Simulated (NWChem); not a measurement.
# NH, triplet; SMILES [NH]

```xyz
2

N      0.0000     0.0000    -0.1395
H      0.0000     0.0000     0.9072
```
Atoms are numbered in this order, from 1.

Computed with NWChem. Geometry optimised at PBE0/def2-SVP; all other runs use it. Pople sets run with spherical d functions. Spin-unrestricted. Vzz has the sign of the potential's second derivative. Excited states of an open shell can be spin-contaminated.

| quantity | level | value |
|---|---|---|
| vertical, lowest state with f > 0.02 (eV) | PBE/6-31+G*, TDA | 8.06 |
| lowest empty minus highest occupied level, either spin (eV) | TPSSh/def2-TZVP | 5.84 |
| dipole in solution (D) in water | B3LYP/def2-SVP, SMD | 1.87 |
| Vzz N1 (a.u.) | PBE/def2-TZVP | -0.653 |
| dipole (D) | PBE0/def2-SVP | 1.60 |
| highest harmonic frequency (cm⁻¹) | PBE0/def2-SVP | 3298 |
